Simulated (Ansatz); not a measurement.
Relaxation of B2H5N (8 atoms, charge 0, multiplicity 1), to a largest force component of 0.015 eV/Å in at most 40 steps.

Level of theory: Ansatz 0.2.0, RKS PBE-D4/def2-SVP.

```xyz
8
Properties=species:S:1:pos:R:3:forces:R:3
B -0.948 0.609 -0.752 -1.90 2.11 0.09
B 0.264 0.332 0.260 1.91 -2.52 1.45
N 0.916 -1.024 0.221 -3.72 1.05 -2.03
H -1.309 -0.171 -1.508 -0.74 -1.39 -1.41
H -1.510 1.709 -0.770 0.16 -0.24 -0.26
H 0.656 1.199 0.986 0.80 0.22 0.31
H 0.370 -1.616 -0.529 1.27 1.08 1.61
H 1.838 -0.943 -0.131 2.22 -0.29 0.25
```

**Question.** Where does it end, and by what steps?

**Answer.** It converged. After 15 steps the energy has fallen by 1.423 eV; H4 moved furthest, 1.40 Å.

| step | energy less start (eV) | largest force component (eV/Å) | accepted |
| --- | --- | --- | --- |
| 0 | 0.0000 | 3.715 | yes |
| 1 | -0.7179 | 1.897 | yes |
| 2 | -0.9832 | 2.575 | yes |
| 3 | -1.2064 | 0.592 | yes |
| 4 | -1.2010 | 0.492 | no |
| 5 | -1.2503 | 0.151 | yes |
| 6 | -1.2667 | 0.097 | yes |
| 7 | -1.2887 | 0.260 | yes |
| 8 | -1.3263 | 0.182 | yes |
| 9 | -1.3555 | 0.356 | yes |
| 10 | -1.3599 | 0.649 | yes |
| 11 | -1.4079 | 0.395 | yes |
| 12 | -1.3562 | 0.701 | no |
| 13 | -1.4219 | 0.073 | yes |
| 14 | -1.4226 | 0.033 | yes |
| 15 | -1.4228 | 0.008 | yes |

```xyz
8
Properties=species:S:1:pos:R:3
B -1.142 0.661 -0.747
B 0.195 0.145 0.112
N 1.157 -0.833 -0.162
H -2.259 0.204 -0.553
H -1.098 1.614 -1.512
H 0.330 0.757 1.175
H 1.161 -1.409 -1.004
H 1.933 -1.044 0.467
```

The run took 24 s on 1 thread of Intel(R) Xeon(R) Platinum 8375C CPU @ 2.90GHz (Ice Lake) (shared host), peak memory 0.13 GiB.
